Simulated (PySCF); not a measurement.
# Removing an electron from `N#CC/C=C/F`

C4H4FN.
Geometry (PBE0-D3(BJ)/def2-SVP, Å), atoms numbered from 1 in this order:
```
atom  x, y, z in Å
N1    -2.626    1.424    0.529
C2    -1.927    0.532    0.298
C3    -1.033   -0.592    0.022
C4     0.315   -0.434    0.662
C5     1.435   -0.395   -0.051
F6     2.630   -0.276    0.508
H7    -1.531   -1.509    0.383
H8    -0.940   -0.698   -1.071
H9     0.372   -0.347    1.750
H10    1.481   -0.461   -1.144
```

Level: B3LYP/def2-SVPD (PySCF). Frontier orbitals with their largest atomic shares (Löwdin; up to four atoms above 4 %):

| orbital | ε (eV) | main atoms |
| --- | --- | --- |
| HOMO−3 | -10.19 | N1 80 %, C2 16 % |
| HOMO−2 | -9.48 | N1 47 %, C2 36 %, C3 8 %, C4 4 % |
| HOMO−1 | -9.39 | N1 48 %, C2 36 %, C3 8 % |
| HOMO | -7.91 | ? |
| LUMO | -0.75 | C5 32 %, C4 28 %, F6 8 %, C3 7 % |
| LUMO+1 | 0.06 | C3 21 %, C2 17 %, C5 13 %, H8 12 % |
| LUMO+2 | 0.30 | N1 32 %, C2 27 %, C3 15 %, H8 10 % |

Task: What vertical ionisation energy does ΔSCF give, and how far is −ε(HOMO) from it?

Result: ΔSCF: 10.43 eV (1006 kJ/mol; threshold wavelength 119 nm); ⟨S²⟩ of the doublet left behind is 0.753, against 0.75 for a pure doublet. −ε(HOMO) is 7.91 eV, 2.52 eV below it. In exact Kohn–Sham theory the two would be equal; B3LYP (global hybrid, 20 % exact exchange) falls short of its own ΔSCF value by 24 %. Holes in the HOMO−1 and HOMO−2 were tried too where these lie within 1.2 eV of the HOMO; the lowest converged state counts.

Task: On which atoms does the HOMO lie?

Result: C4 (alkene CH carbon) 37 %, C5 (vinylic C–F carbon) 30 %, F6 (vinyl fluorine) 16 %, C3 (sp3 carbon next to a nitrile) 6 %, so no atom holds as much as 40 %. The HOMO−1 lies 1.48 eV lower.

Task: What kinetic energy would electrons from this vertical process carry with Lyman-α light (10.199 eV)?

Result: The photon is 0.23 eV short of the vertical value.

Task: What total energies stand behind the ΔSCF value?

Result: E(N) = -309.16550 Eh and E(N − 1) = -308.78228 Eh at the same geometry, 0.38322 Eh apart.

Task: With α = 53.3 au, estimate the like-pair dispersion coefficient by London's formula C6 = (3/4)α²I.

Result: I = 0.3832 Eh, so C6 ≈ 816 au, a rough estimate.

Task: Shift the occupied levels rigidly so that −ε(HOMO) equals the ΔSCF value. What binding energies result?

Result: The shift is +2.52 eV: HOMO 10.43, HOMO−1 11.91, HOMO−2 12.00, HOMO−3 12.71 eV. A rigid shift is only a rough guide to the deeper ionisations.

Geometry: PBE0-D3(BJ)/def2-SVP, one conformer, isolated molecule.
